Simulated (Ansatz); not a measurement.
From CH4 to CH7N3: predicting a member

On one C centre, n of the H ligands are replaced by NH2. The HOMO–LUMO gap y in eV at wB97X-V/def2-TZVPP. Shapes, held fixed at every level: PBE0-D4/def2-TZVP. Flexible molecules stand in one conformer, not always the lowest. Programs: Ansatz 0.2.0.

| molecule | n | y (eV) |
| --- | --- | --- |
| CH4 | 0 | 17.12 |
| CH5N | 1 | ? |
| CH6N2 | 2 | 12.24 |
| CH7N3 | 3 | 12.06 |

Problem. Fit y = c + s·n to the known rows and predict CH5N.

Solution. 
1. Means of the 3 rows: n = 1.66667, y = 13.807.
2. Σ(Δn)² = 4.6667, Σ(Δn·Δy) = -8.3733, so the slope is -8.3733/4.6667 = -1.7943.
3. Intercept: 13.807 − (-1.7943) × 1.66667 = 16.798. The largest residual of the fit is 0.97.
4. CH5N: 16.798 + (-1.7943) × 1 = 15.00 eV.

The run gave 12.34 eV, so the prediction is off by +2.66 eV, more than the scatter of the fit. The steps per swap are uneven (-4.78, -0.10, -0.18), so a line is a poor model. Other levels give for CH5N: SPW92/def2-TZVPP 5.61; r2SCAN-D4/def2-TZVPP 6.80; BHLYP-D4/def2-TZVPP 9.97 eV. Orbital gaps aren't excitation energies, and the LUMO depends on the basis.
